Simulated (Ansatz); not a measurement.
## How methods differ on SiH4O (silanol)

The species is SiH4O (6 atoms), meant as a singlet with charge 0. SMILES: `O[SiH3]`. The shape is that of a PBE0-D4/def2-TZVP optimisation.

Each level gives the vertical energy of the triplet above the singlet (eV). The values are calculated.

```tsv
level	kind	program	value (eV)	less FCI/STO-3G	CPU time (all runs)
PBE/STO-3G	GGA	Ansatz	8.73	-0.51	2.9 s
r2SCAN/STO-3G	meta-GGA	Ansatz	8.89	-0.35	6.7 s
r2SCAN0/STO-3G	hybrid meta-GGA	Ansatz	8.92	-0.32	7.4 s
HSE06/STO-3G	range-separated hybrid	Ansatz	8.90	-0.34	3.6 s
wB97M-V/STO-3G	range-separated hybrid	Ansatz	9.14	-0.10	43 s
BCCD(T)/STO-3G	coupled cluster or CI	Ansatz	9.24	0.00	0.44 s
CCSD(T)/STO-3G	coupled cluster or CI	Ansatz	9.24	0.00	0.37 s
CCSDTQ/STO-3G	coupled cluster or CI	Ansatz	9.24	0.00	39 s
FCI/STO-3G	exact in the basis	Ansatz	9.24	0.00	5.8 s
```

FCI/STO-3G is exact within its basis and frozen core, so for wave-function methods in that basis the difference is their error; functionals converge differently with the basis, so for them it is only a difference. The values span 8.73 to 9.24 eV. A triplet this far above the singlet is often a Rydberg-like or dissociative state; sets without diffuse functions put Rydberg states too high. All rows use very small basis sets, so none should be taken for the real molecule's value. In so small a basis fixed costs decide the times, and correlated methods can beat functionals. Times are those of the runs behind each value, whatever else they computed, on shared processors of several kinds: orders of magnitude only.
